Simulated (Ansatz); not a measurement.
**Cost against result**

Saddle point of CH₉NSi, singlet (SiNH₅ ([NH2][SiH3]) + CH₄ → CH₆Si ([CH3][SiH3]) + NH₃; bonds formed: Si1–C7, N2–H6; bonds broken: Si1–N2, H6–C7), PBE0-D4/def2-TZVP structure:

```json
{"atom": "Si1", "x (Å)": "-1.0473", "y (Å)": "-0.0248", "z (Å)": "0.3085"}
{"atom": "N2", "x (Å)": "0.5319", "y (Å)": "-0.3895", "z (Å)": "1.2547"}
{"atom": "H3", "x (Å)": "-1.9528", "y (Å)": "-0.2554", "z (Å)": "1.5069"}
{"atom": "H4", "x (Å)": "-1.3653", "y (Å)": "1.3925", "z (Å)": "0.0083"}
{"atom": "H5", "x (Å)": "-1.4860", "y (Å)": "-1.1233", "z (Å)": "-0.5851"}
{"atom": "H6", "x (Å)": "0.9194", "y (Å)": "-0.1658", "z (Å)": "0.1779"}
{"atom": "C7", "x (Å)": "0.6443", "y (Å)": "0.3205", "z (Å)": "-1.2866"}
{"atom": "H8", "x (Å)": "0.6165", "y (Å)": "-1.3255", "z (Å)": "1.6377"}
{"atom": "H9", "x (Å)": "0.7778", "y (Å)": "0.2931", "z (Å)": "1.9634"}
{"atom": "H10", "x (Å)": "1.1847", "y (Å)": "1.2756", "z (Å)": "-1.2547"}
{"atom": "H11", "x (Å)": "-0.1501", "y (Å)": "0.4389", "z (Å)": "-2.0289"}
{"atom": "H12", "x (Å)": "1.3268", "y (Å)": "-0.4362", "z (Å)": "-1.7020"}
```

Barriers are electronic and count from the start structure reached by relaxing down the imaginary mode.

Ansatz 0.2.0; basis: as named in each row; cores frozen in the correlated methods. B3LYP uses VWN-RPA correlation. Extrapolation: Hartree–Fock as exp(−7.88 √X), correlation as X^−2.97.

Times are rough, for one single point on 4 threads of a shared host (Arm Neoverse V1).

The estimate by CCSD(T) at an estimated basis limit (MP2 extrapolated from triple and quadruple zeta, plus CCSD(T) − MP2 in triple zeta) is 64.93 kcal/mol.

```json
{"method": "HF", "basis": "STO-3G", "time (s)": "under 1", "barrier (kcal/mol)": "98.90", "method less estimate": "33.97"}
{"method": "PBE-D4", "basis": "STO-3G", "time (s)": "under 1", "barrier (kcal/mol)": "57.06", "method less estimate": "-7.87"}
{"method": "SPW92", "basis": "def2-SVP", "time (s)": "under 1", "barrier (kcal/mol)": "44.85", "method less estimate": "-20.07"}
{"method": "B3LYP-D4", "basis": "6-31G", "time (s)": "under 1", "barrier (kcal/mol)": "61.71", "method less estimate": "-3.22"}
{"method": "PBE0-D4", "basis": "def2-SVP", "time (s)": "under 1", "barrier (kcal/mol)": "57.90", "method less estimate": "-7.02"}
{"method": "PBE-D4", "basis": "def2-SVP", "time (s)": "under 1", "barrier (kcal/mol)": "53.29", "method less estimate": "-11.64"}
{"method": "SPW92", "basis": "def2-TZVPP", "time (s)": "under 1", "barrier (kcal/mol)": "47.16", "method less estimate": "-17.77"}
{"method": "PBE-D4", "basis": "def2-TZVPP", "time (s)": "1", "barrier (kcal/mol)": "55.25", "method less estimate": "-9.68"}
{"method": "BLYP-D4", "basis": "def2-TZVPP", "time (s)": "1", "barrier (kcal/mol)": "61.22", "method less estimate": "-3.71"}
{"method": "BHLYP-D4", "basis": "def2-TZVPP", "time (s)": "2", "barrier (kcal/mol)": "69.32", "method less estimate": "4.39"}
{"method": "B3LYP-D4", "basis": "def2-TZVPP", "time (s)": "2", "barrier (kcal/mol)": "64.22", "method less estimate": "-0.71"}
{"method": "CCSD(T)", "basis": "def2-SVP", "time (s)": "2", "barrier (kcal/mol)": "67.92", "method less estimate": "2.99"}
{"method": "PBE0-D4", "basis": "def2-TZVPP", "time (s)": "2", "barrier (kcal/mol)": "59.35", "method less estimate": "-5.57"}
{"method": "CAM-B3LYP-D4", "basis": "def2-TZVPP", "time (s)": "2", "barrier (kcal/mol)": "65.69", "method less estimate": "0.76"}
{"method": "wB97M-V", "basis": "def2-SVP", "time (s)": "3", "barrier (kcal/mol)": "60.84", "method less estimate": "-4.09"}
{"method": "r2SCAN-D4", "basis": "def2-TZVPP", "time (s)": "3", "barrier (kcal/mol)": "59.79", "method less estimate": "-5.14"}
{"method": "r2SCAN0-D4", "basis": "def2-TZVPP", "time (s)": "3", "barrier (kcal/mol)": "62.20", "method less estimate": "-2.73"}
{"method": "B2PLYP", "basis": "def2-TZVPP", "time (s)": "4", "barrier (kcal/mol)": "66.05", "method less estimate": "1.12"}
{"method": "PBE-QIDH", "basis": "def2-TZVPP", "time (s)": "4", "barrier (kcal/mol)": "62.96", "method less estimate": "-1.97"}
{"method": "RPA on PBE", "basis": "def2-TZVPP", "time (s)": "4", "barrier (kcal/mol)": "65.26", "method less estimate": "0.33"}
{"method": "wB97X-V", "basis": "def2-TZVPP", "time (s)": "6", "barrier (kcal/mol)": "64.70", "method less estimate": "-0.23"}
{"method": "wB97M-V", "basis": "def2-TZVPP", "time (s)": "6", "barrier (kcal/mol)": "63.10", "method less estimate": "-1.83"}
{"method": "B97M-V", "basis": "def2-TZVPP", "time (s)": "6", "barrier (kcal/mol)": "63.87", "method less estimate": "-1.06"}
{"method": "MP2", "basis": "def2-QZVPP", "time (s)": "15", "barrier (kcal/mol)": "63.88", "method less estimate": "-1.05"}
{"method": "CCSD(T)", "basis": "def2-TZVPP", "time (s)": "52", "barrier (kcal/mol)": "65.01", "method less estimate": "0.08"}
```

All methods are single points on the PBE0-D4 structures.

No T1 diagnostic of these runs exceeds 0.011.

Labels in which every atom is bracketed show which atoms are joined, not bond orders.
